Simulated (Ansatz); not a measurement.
# CHSi (doublet): wave-function methods side by side at distance Si1–C2 = 4.548 Å, 6-31G

Aim: climb from Hartree-Fock through coupled cluster and multireference methods for CHSi (doublet) at one geometry and basis, and see what each rung misses.

Method: 6-31G, core rule «outside noble gas», up to 6 orbitals frozen; program: Ansatz 0.2.0, Gaussian basis.

The runs, in order: UHF; CCSD(T) on ROHF; CCSD(T) on UHF; BCCD(T) on ROHF; CISD; CCSDT(Q) on ROHF; CCSDT(Q) on UHF; CCSDTQ on ROHF; CASSCF and MRCISD+Q, 3 electrons in 3 orbitals; CASSCF and NEVPT2, 3 electrons in 3 orbitals; CASSCF and MRCISD+Q, 9 electrons in 9 orbitals; CASSCF and NEVPT2, 9 electrons in 9 orbitals; Full CI; Full CI in the symmetry of the determinant.

24 further runs of the same task are left out: 1 for a mislabelled method, 5 for a known fault of the program, 16 that didn't finish, 2 set aside as unsound or not needed.

### 1 What is computed

The geometry derives from a PBE0/def2-TZVP stationary point (not a proven minimum). One bond is set to the value named and the two fragments are kept rigid.

3 atoms, charge 0, spin multiplicity 2.

Atoms are counted from 1 here; the program's logs count them from 0.

Bond lengths: C2–H3 1.079 Å.

### 2 UHF

File in.yaml:

```yaml
crystal:
  periodic: [false, false, false]
  atoms:
    - {symbol: Si, position_ang: [0.000000, 0.000000, -3.391808]}
    - {symbol: C, position_ang: [0.000000, 0.000000, 1.156192]}
    - {symbol: H, position_ang: [0.000000, 0.000000, 2.235615]}
basis:
  gaussian: {orbitals: 6-31G}
magnetization: {spin_polarized: true, initial_magnetization: 1}
hamiltonian: {xc: hf}
output: {orbitals: {seedname: orbitals}}
```

Launch:

```
> ansatz run in.yaml --threads 1 --pin off --events-out ev --progress --plain --max-ram 2393MiB
```

Further steps of the session: CCSD(T) on ROHF; CCSD(T) on UHF; BCCD(T) on ROHF; CISD; CCSDT(Q) on ROHF; CCSDT(Q) on UHF; CCSDTQ on ROHF; CASSCF and MRCISD+Q, 3 electrons in 3 orbitals; CASSCF and NEVPT2, 3 electrons in 3 orbitals; CASSCF and MRCISD+Q, 9 electrons in 9 orbitals; CASSCF and NEVPT2, 9 electrons in 9 orbitals; Full CI; Full CI in the symmetry of the determinant.

Q: Predict the results of all the runs planned. Wanted: FCI below the RHF energy; UMP2 from FCI; UCCSD(T) from FCI; UCCSDT(Q) from FCI; NEVPT2 pair from FCI; MRCISD+Q pair from FCI; NEVPT2 valence from FCI; T1 diagnostic; effectively unpaired electrons.

The runs gave:

| quantity | value |
| --- | --- |
| FCI below the RHF energy | -4.0231 eV |
| UMP2 from FCI | +789.6 meV |
| UCCSD(T) from FCI | +10.0 meV |
| UCCSDT(Q) from FCI | +0.5 meV |
| NEVPT2 pair from FCI | +797.4 meV |
| MRCISD+Q pair from FCI | -17.8 meV |
| NEVPT2 valence from FCI | +341.1 meV |
| levels within 1 kcal/mol (43 meV) | UCCSD, UCCSD(T), UCCSDT, UCCSDT(Q), MRCISD+Q pair, MRCISD valence, MRCISD+Q valence |
| T1 diagnostic | 0.470 |
| effectively unpaired electrons | 3.05 |

**Reading.** UCCSD(T) misses by +10.0 meV, 0.2 % of the correlation energy. MRCISD+Q pair falls below full CI: the +Q correction isn't variational, and the cores differ from full CI's. With 3.0 effectively unpaired electrons against 1 the state is strongly multireference. Coupled cluster on one determinant still stays close here. Of the multireference levels listed MRCISD+Q valence comes nearest in total energy (+0.4 meV), which doesn't show that its space is the better one. The lowest state has another symmetry than the determinant, whose own symmetry lies 0.08 eV higher, so single-reference misses include that gap. Coupled cluster took another determinant than the lowest Hartree-Fock one. These misses are within one basis, not against nature; the frozen cores of restricted and unrestricted runs differ, which can shift their rows.
